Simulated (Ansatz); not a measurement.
# Osmium, hcp under PBE: ground state and equation of state

Aim: take osmium in the hcp structure, relax it, solve it on a dense k-mesh, switch on spin-orbit coupling, then scale the cell to 7 volumes from 88 to 112 % of the relaxed one and try a fit of the equation of state. The k-meshes are 13×13×7 for the relaxation; 21×21×12 for the dense run; 13×13×7 for spin-orbit coupling; 21×21×12 for the volumes. The starting cell is the deposited one, from the Crystallography Open Database.

Method: DFT PBE, plane waves (420 eV) with PAW, scalar-relativistic, in Ansatz 0.2.0.

### 1 Starting point

Symmetry: P6_3/mmc, No. 194, hexagonal system. The conventional cell has a = 2.735 Å, b = 2.735 Å, c = 4.319 Å, α = 90.00°, β = 90.00°, γ = 120.00°. Os (site symmetry -6m2) has 12 Os at 2.68 to 2.74 Å as nearest neighbours.

As a file:

```
Os
1.0
     2.73520    0.00000    0.00000
    -1.36760    2.36875    0.00000
     0.00000    0.00000    4.31900
Os
2
Direct
  0.33333 0.66667 0.25000
  0.66667 0.33333 0.75000
```

### 2 Relaxing cell and atoms

Input file input.yaml:

```yaml
crystal:
  lattice:
    - [2.7351988376, 0.0, 0.0]
    - [-1.3675994188, 2.3687516778, 0.0]
    - [0.0, 0.0, 4.319]
  atoms:
    - { symbol: Os, position: [0.3333333333, 0.6666666667, 0.25] }
    - { symbol: Os, position: [0.6666666667, 0.3333333333, 0.75] }
hamiltonian:
  xc: pbe
  pseudopotentials:
    kind: paw
    azcp:
      Os: "pseudopotentials/Os.paw.azcp"
basis:
  ecutwfc: 420
  fft_grid_basis: typed
kpoints:
  mp_grid: { grid: [13, 13, 7], shift: [0, 0, 0] }
magnetization:
  spin_polarized: false
scf:
  occupations: { method: fermi_dirac, width: 0.1 }
relax:
  max_steps: 60
  f_tol: 0.01
  cell: {}
```

After this run come: Dense single point; A two-component run at the same geometry; Equation of state: 88 %; Equation of state: 92 %; Equation of state: 96 %; Equation of state: 100 %; Equation of state: 104 %; Equation of state: 108 %; Equation of state: 112 %.

**Question.** What will these runs give? Wanted: space group; conventional cell; volume; shortest distance; gap on the mesh; V₀, B₀, B₀′.

As calculated:

```
                      quantity                                   value
space group (spins left aside)                      P6_3/mmc (No. 194)
             conventional cell  a = 2.756 Å, c = 4.343 Å (c/a = 1.576)
                        volume                          14.282 Å³/atom
             shortest distance                                 2.692 Å
   against the measured volume                 +2.1 % (13.991 Å³/atom)
               gap on the mesh            none (levels filled in part)
                   V₀, B₀, B₀′            14.277 Å³/atom, 397 GPa, 4.8
```

What this shows: The volume comes out 2.1 % larger than measured. Zero-point motion and any thermal expansion in the deposited cell, which the calculation lacks, would widen the miss. Levels at the Fermi energy are filled in part, as in a metal. The total energy of the spin-orbit run lies -29.3 eV/atom from the scalar one, but the two kinds of run don't share a zero of energy: only differences within one kind count. The fitted modulus is 397 GPa, among the stiffest elements; letting shape and positions relax at each volume could only lower it.
